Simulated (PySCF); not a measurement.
Structure with atom numbers: `[cH:1]1[n:2][nH:3][cH:4][p:5]1`; H(Xn) means a hydrogen on atom n.

Geometry: PBE0-D3(BJ)/def2-SVP; GIAO shifts from PySCF 2.14, gas phase, non-relativistic, averaged over equivalent atoms.

At PBE0/pcSseg-1 (107 basis functions, 6.7 s wall time on 1 thread of an Arm Neoverse V1, shared host):
```json
{"atoms": "C1", "δ (ppm)": "168.9"}
{"atoms": "C4", "δ (ppm)": "160.8"}
{"atoms": "N2", "δ (ppm)": "370.8"}
{"atoms": "N3", "δ (ppm)": "239.7"}
{"atoms": "P5", "δ (ppm)": "96.2"}
{"atoms": "H(N3)", "δ (ppm)": "10.14"}
{"atoms": "H(C1)", "δ (ppm)": "8.76"}
{"atoms": "H(C4)", "δ (ppm)": "8.60"}
```

References, each an isolated molecule treated in the same way: TMS for 13C (184.41 ppm), 1H (31.27 ppm); NH3 for 15N (265.67 ppm); H3PO4 for 31P (310.13 ppm).

**Question.** Estimate the result of repeating the calculation with wB97X-D/pcSseg-2.

**Answer.** 
```tsv
atoms	δ at wB97X-D/pcSseg-2	change
C1	178.6	+9.7
C4	169.6	+8.8
N2	374.0	+3.2
N3	240.7	+1.0
P5	95.8	-0.4
H(N3)	10.58	+0.44
H(C1)	8.99	+0.23
H(C4)	8.78	+0.18
```

References, each an isolated molecule treated in the same way: TMS for 13C (184.42 ppm), 1H (31.36 ppm); 15N (260.06 ppm) vs NH3; 31P (293.07 ppm) vs H3PO4.

The largest change is at C1 (aromatic CH next to a ring nitrogen). Cost: 229 basis functions, 27 s wall time on 1 thread of an Arm Neoverse V1, shared host.

Experimental scales use liquid or dissolved standards, which lie at an offset from isolated NH3 (liquid NH3: subtract about 20 ppm) and H3PO4. Unscaled 15N shifts of sp2 nitrogen come out 20 to 40 ppm too high even then.
